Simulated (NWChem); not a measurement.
Correlation energy of B

```xyz
1

B      0.0000     0.0000     0.0000
```
Charge 0, spin multiplicity 2.

Everything below was run with NWChem.

Basis set: cc-pVQZ. Each correlation energy counts from its own Hartree-Fock reference.

| method | correlation energy (mHa) |
|---|---|
| URI-MP2 | -47.0 |
| UMP2 | -47.0 |
| SCS-UMP2 | -53.5 |
| CCSD on UHF | -66.4 |
| CCSD[T] on UHF | -67.9 |
| CCSD(T) on UHF | -67.9 |
| CCSD on ROHF | -70.3 |
| CCSD[T] on ROHF | -71.9 |
| CCSD(T) on ROHF | -71.9 |

The values span 24.9 mHa, from CCSD(T) on ROHF (lowest) to UMP2 (highest). 

The correlated methods keep 1 core orbital frozen. The stability of the SCF solutions was not checked. Open-shell Hartree-Fock references start from PBE0 orbitals. No row is a measurement; the coupled-cluster row has its own basis-set and correlation limits.
